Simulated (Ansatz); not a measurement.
Born–Oppenheimer molecular dynamics of C2H2NO (6 atoms, charge -1, multiplicity 1). It starts at the highest image of a converged band. Of that band: The profile has 2 maxima (images 2, 5) with wells between them (image 3): this band takes more than one step, which may be the mechanism or a detour left from its start path. A structure lower than the first end lies on the path between it and the top, so the climb from that side starts below the end, which may itself be a saddle point or a shallow side well. A vibrational analysis at the climbing image gives one clearly imaginary mode, 1513i cm⁻¹: a first-order saddle point.

The calculation used RKS PBE/def2-SVP in Ansatz 0.2.0.

```
ensemble                      : NVE (velocity Verlet)
time step                     : 0.5 fs
steps asked                   : 200
starting velocities drawn for : 300 K
seed                          : 6555
```

First frame:

```xyz
6
Properties=species:S:1:pos:R:3
N 0.835 0.499 -1.557
C 0.189 0.217 -0.470
C -0.183 -0.040 0.751
O -1.261 0.101 1.679
H 0.636 -0.237 -2.274
H -0.217 -0.540 1.870
```

**Question.** What does the run give?

**Answer.** All steps were run.

```json
{
 "steps done": "200",
 "time covered": "100 fs",
 "mean temperature over the second half": "2219 K",
 "spread of the potential energy over the second half": "61.5 meV per atom",
 "mean potential energy of the second half above the start": "-165.5 meV per atom"
}
```

The conserved energy stayed within 1.1 meV per atom of its start (net change -0.036 meV per atom), so the integration is sound. The system heated up, since it started high on the potential surface and ran downhill. A run of 0.1 ps of so small a system gives no equilibrium averages. The orbitals stay closed-shell, which can raise the energy where a bond breaks towards radicals; this wasn't checked here. Limits of this set-up: an anion without diffuse functions, the dipole of an ion depends on the origin.

**Question.** What happens to the structure?

**Answer.** The step under study would form C3–H6 and break O4–H6. These pairs go: C3–H6 1.23 → 1.19 Å, O4–H6 1.24 → 1.86 Å. In the last frame they stand as after the step (other bonds may differ from the relaxed reactants and products). These pairs come and go: their bonding changes 4 times, last at 74 of 100 fs, so the outcome isn't settled. It ends as one piece, C2H2NO (total charge -1). Pairs count as bonded within 1.25 times the sum of covalent radii (0.12 Å more for H–H). This is one draw of velocities; another would differ in detail.

**Question.** How do temperature and energy run in time?

**Answer.** 
```json
{"time (fs)": "0.0", "T (K)": "300", "potential energy less start (eV)": "0.000", "conserved less start (meV/atom)": "0.00"}
{"time (fs)": "5.0", "T (K)": "194", "potential energy less start (eV)": "0.055", "conserved less start (meV/atom)": "0.04"}
{"time (fs)": "10.0", "T (K)": "162", "potential energy less start (eV)": "0.072", "conserved less start (meV/atom)": "0.09"}
{"time (fs)": "15.0", "T (K)": "928", "potential energy less start (eV)": "-0.324", "conserved less start (meV/atom)": "0.20"}
{"time (fs)": "20.0", "T (K)": "3822", "potential energy less start (eV)": "-1.826", "conserved less start (meV/atom)": "-0.77"}
{"time (fs)": "25.0", "T (K)": "1609", "potential energy less start (eV)": "-0.675", "conserved less start (meV/atom)": "0.31"}
{"time (fs)": "30.0", "T (K)": "1389", "potential energy less start (eV)": "-0.565", "conserved less start (meV/atom)": "-0.31"}
{"time (fs)": "35.0", "T (K)": "2292", "potential energy less start (eV)": "-1.033", "conserved less start (meV/atom)": "-0.56"}
{"time (fs)": "40.0", "T (K)": "2484", "potential energy less start (eV)": "-1.130", "conserved less start (meV/atom)": "-0.11"}
{"time (fs)": "45.0", "T (K)": "2417", "potential energy less start (eV)": "-1.095", "conserved less start (meV/atom)": "-0.05"}
{"time (fs)": "50.0", "T (K)": "2602", "potential energy less start (eV)": "-1.192", "conserved less start (meV/atom)": "-0.24"}
{"time (fs)": "55.0", "T (K)": "1769", "potential energy less start (eV)": "-0.760", "conserved less start (meV/atom)": "-0.07"}
{"time (fs)": "60.0", "T (K)": "1494", "potential energy less start (eV)": "-0.618", "conserved less start (meV/atom)": "-0.05"}
{"time (fs)": "65.0", "T (K)": "3909", "potential energy less start (eV)": "-1.872", "conserved less start (meV/atom)": "-0.93"}
{"time (fs)": "70.0", "T (K)": "1669", "potential energy less start (eV)": "-0.704", "conserved less start (meV/atom)": "0.53"}
{"time (fs)": "75.0", "T (K)": "3065", "potential energy less start (eV)": "-1.432", "conserved less start (meV/atom)": "-0.40"}
{"time (fs)": "80.0", "T (K)": "2259", "potential energy less start (eV)": "-1.014", "conserved less start (meV/atom)": "-0.14"}
{"time (fs)": "85.0", "T (K)": "1313", "potential energy less start (eV)": "-0.524", "conserved less start (meV/atom)": "0.02"}
{"time (fs)": "90.0", "T (K)": "2169", "potential energy less start (eV)": "-0.967", "conserved less start (meV/atom)": "-0.12"}
{"time (fs)": "95.0", "T (K)": "2320", "potential energy less start (eV)": "-1.046", "conserved less start (meV/atom)": "-0.22"}
{"time (fs)": "100.0", "T (K)": "2104", "potential energy less start (eV)": "-0.933", "conserved less start (meV/atom)": "-0.04"}
```

Run time: 3.4 min on 1 thread of Arm Neoverse V2, on a shared host, peak memory 0.1 GiB.
